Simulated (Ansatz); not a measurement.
`CCCOC` + H₂ → `CCOC` + CH₄ at 700 K and 1 bar (hydrogenolysis of a C–C bond).

Computed with Ansatz on PBE0-D4/def2-TZVP structures; ΔE is electronic, products minus reactants. CCSD(T)/CBS adds triple-zeta CCSD(T) − MP2 to the extrapolated MP2 energy (def2 sets, frozen cores). This one scheme is used for every species. Each species was taken in one conformer, which may not be the lowest.

| species | CCSD(T)/CBS energy (Eh) | H − E (kJ/mol) | S (J/(mol·K)) |
| --- | --- | --- | --- |
| `CCCOC` | -233.38928 | 442.6 | 461.9 |
| H₂ | -1.17544 | 46.8 | 155.3 |
| `CCOC` | -194.12862 | 351.1 | 402.8 |
| CH₄ | -40.46206 | 145.9 | 224.0 |

H − E and S are ideal-gas, rigid-rotor, harmonic terms from PBE0-D4/def2-TZVP, for one conformer and one mirror image of each species. For small species the MP2-based limit differs from directly extrapolated CCSD(T) by up to some mEh (0.8 for H₂); such offsets cancel only in part. 1 Eh = 2625.50 kJ/mol, R = 8.31446 J/(mol·K).

Task: By hand: ΔE, ΔH, ΔS and ΔG.

Result: ΔE = (-194.12862) + (-40.46206) − (-233.38928) − (-1.17544) = -0.02596 Eh = -68.2 kJ/mol. Δ(H − E) = 351.1 + 145.9 − 442.6 − 46.8 = 7.6, so ΔH = -60.6 kJ/mol. ΔS = 402.8 + 224.0 − 461.9 − 155.3 = 9.6 J/(mol·K). ΔG = -60.6 − 700 × (9.6)/1000 = -67.3 kJ/mol.

Task: By hand: the equilibrium constant, and the temperature at which ΔG would vanish if ΔH and ΔS stayed fixed.

Result: log₁₀ K = −ΔG/(RT ln 10) = 5.0. ΔH and −TΔS have one sign here, so there is no such temperature.

The number of gas molecules stays the same, so ΔS is small and ΔH decides. A doubt of 5 kJ/mol in ΔE shifts log₁₀ K by 0.4 here. Other conformers and mirror images would add mixing entropy, several J/(mol·K) or more a flexible species. These are equilibria of isolated gas molecules and say nothing of rates. Largest T1 diagnostic: 0.010 (customary marks: 0.02 for closed shells, 0.045 for open ones).

ΔS is within the doubt of such terms, so its sign, and with it that verdict, could turn.
